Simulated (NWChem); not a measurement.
## Lowest excitation of BCl$_{3}$

SMILES: ClB(Cl)Cl
```xyz
4

B      0.0000     0.0000     0.0000
Cl     0.0000     0.0000     1.7421
Cl     1.5087     0.0000    -0.8710
Cl    -1.5087     0.0000    -0.8710
```
Charge 0, spin multiplicity 1.

The numbers come from NWChem runs, not from measurements. Structure: optimised with PBE0/def2-SVP, a minimum by its harmonic frequencies.

Basis set: def2-SVP. CR-EOMCCSD(T) is the triples correction to the same EOM-CCSD root.

| method | lowest vertical singlet excitation energy (eV) | difference from EOM-CCSD |
|---|---|---|
| TDA-CAM-B3LYP | 6.10 | -0.49 |
| EOM-CCSD | 6.59 | 0.00 |
| CIS | 7.89 | +1.30 |
| TD-B3LYP | 5.77 | -0.82 |
| CR-EOMCCSD(T) | 6.51 | -0.08 |
| TD-PBE | 5.28 | -1.31 |

The values span 2.61 eV, from TD-PBE (lowest) to CIS (highest). 

The correlated methods keep 16 core orbitals frozen. B3LYP has NWChem's definition, with VWN1-RPA local correlation. The structure started from a generated list of species. No row is a measurement; the coupled-cluster row has its own basis-set and correlation limits.
